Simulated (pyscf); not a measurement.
# Routes from `[CH3][O]` [doublet] + `[OH]` [doublet]

Candidate steps break at most two bonds and form at most two. Each was searched with GFN2-xTB (tblite) first. Structures and frequencies: ωB97X-D3(BJ)/def2-SVP in PySCF. Correlated levels are frozen-core, on RHF or UHF. ΔMP2 is the change of the MP2 total energy from the triple- to the quadruple-zeta basis. Energies: CCSD(T)/def2-TZVPP + ΔMP2(QZVPP), kJ/mol, from the separated reactants, triplet surface; ΔG‡ with ideal gas, 1 atm, RRHO with modes under 100 cm⁻¹ raised to 100, one conformer, R ln 2 for chiral ones without a mode under 150 cm⁻¹.

```csv
products,type,ΔE‡,ΔE,ΔG‡ 298 K,ΔG‡ 900 K,ν‡ (cm⁻¹)
H₃C–OH + O [triplet],substitution at C,162.1,-28.7,203.4,276.0,1332i
•O–OH + CH₃•,substitution at O,199.1,+105.6,237.3,307.0,1094i
```

Row 1: On the reactant side the descent ends in a complex (not fully relaxed), 22.6 kJ/mol under the separated species and 192.7 kJ/mol under the saddle at ωB97X-D3(BJ)/def2-TZVP. Row 2: On the reactant side the descent ends in a complex, 23.6 kJ/mol under the separated species and 226.8 kJ/mol under the saddle at ωB97X-D3(BJ)/def2-TZVP. 

Abstraction by the radical was not located in this set and often lies lower. Plain bond fissions and candidates not yet searched are not listed, and one of them may be faster. Each barrier is that of the saddle found; lower ones may exist. The CCSD(T) − MP2 part came from Ansatz, without density fitting, on the same reference. An open-shell T1 diagnostic exceeds 0.045. A UHF reference is spin-contaminated (<S²> up to 2.20), which harms MP2 most. Left out: orbital degeneracy and the spin-orbit lowering of OH, O. The orbital near-degeneracy of the XH₃O or XH₃S radical is left out.
